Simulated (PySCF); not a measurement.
Ligands exchanged one at a time, Al Cl-Br. Gas-phase values, no solvent. Strings in code marks are SMILES.

Calculation: PBE-D3(BJ)/def2-TZVP // B3LYP-D3(BJ)/def2-TZVP (PySCF 2.14.0). All candidates: neutral, multiplicity 1. Delta-SCF ions had no search for a lower state. Excitations are Tamm–Dancoff values on a coarser integration grid. The basis has no diffuse functions, so Rydberg states are missing or too high.

```json
{
  "T1 excitation (TDA)": "5.66 eV",
  "vertical ionisation energy (Delta-SCF)": "10.85 eV",
  "HOMO": "-7.96 eV"
}
```

Q: Say which member has these values.
A. `[Cl][Al]([Cl])[Cl]`
B. `[Cl][Al]([Cl])[Br]`
C. `[Cl][Al]([Br])[Br]`

A: A, `[Cl][Al]([Cl])[Cl]`. The others give `[Cl][Al]([Br])[Br]`: 5.00 eV, 10.23 eV, -7.48 eV; `[Cl][Al]([Cl])[Br]`: 5.24 eV, 10.51 eV, -7.64 eV
